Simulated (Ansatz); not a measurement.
A barrier at the coupled-cluster level

Start structure (CH5OS, doublet), relaxed at PBE0-D4/def2-TZVP:

```xyz
8
angstrom
H -1.3511 0.8814 0.1820
C -0.8027 0.2496 -0.5255
O 0.5976 0.4045 -0.4032
S 1.5706 -1.7268 2.0505
H -1.0267 -0.7928 -0.2984
H -1.1488 0.4664 -1.5420
H 0.8256 1.3253 -0.5471
H 1.3355 -0.8075 1.0835
```

The step: CH₄O ([CH3][OH]) + HS → CH₃O ([CH2][OH]) + H₂S; bonds formed: H1–S4; bonds broken: H1–C2. Ansatz 0.2.0; basis: def2-TZVPP and def2-QZVPP; cores frozen in the correlated methods; orbitals are unrestricted. Extrapolation: Hartree–Fock as exp(−7.88 √X), correlation as X^−2.97. Energies below are by CCSD(T) at an estimated basis limit (MP2 extrapolated from triple and quadruple zeta, plus CCSD(T) − MP2 in triple zeta).

Problem. What are the electronic barrier and the energy of the step, from the start structure to the end structure? (To be estimated.)

Solution. The calculation gives: Barrier 14.11 kcal/mol; step energy 7.05 kcal/mol (uphill); reverse barrier, their difference, 7.06 kcal/mol. Barrier and step energy count from the start structure, the reverse barrier from the end structure.

The saddle point: One imaginary mode of 586i cm⁻¹.
| pair | start (Å) | saddle (Å) | end (Å) |
| --- | --- | --- | --- |
| H1–S4 | 4.34 | 1.48 | 1.34 |
| H1–C2 | 1.10 | 1.53 | 3.55 |

Zero-point energy (harmonic, PBE0-D4): ZPE is 37.36 kcal/mol at the start and 33.65 kcal/mol at the saddle, so the barrier goes from 14.11 to 10.40 kcal/mol.

T1 diagnostic: at most 0.017. ⟨S²⟩ of the unrestricted Hartree–Fock references: 0.76 to 0.79 (a pure state has 0.75).

Labels in which every atom is bracketed show which atoms are joined, not bond orders.

For scale, one of the runs: CCSD(T)/def2-TZVPP, 174 basis functions (an equivalent command: `ansatz run in.yaml --threads 4`). Time: 77 s of wall clock on 4 CPU threads; the host was shared. Peak host memory: 3.9 GiB.
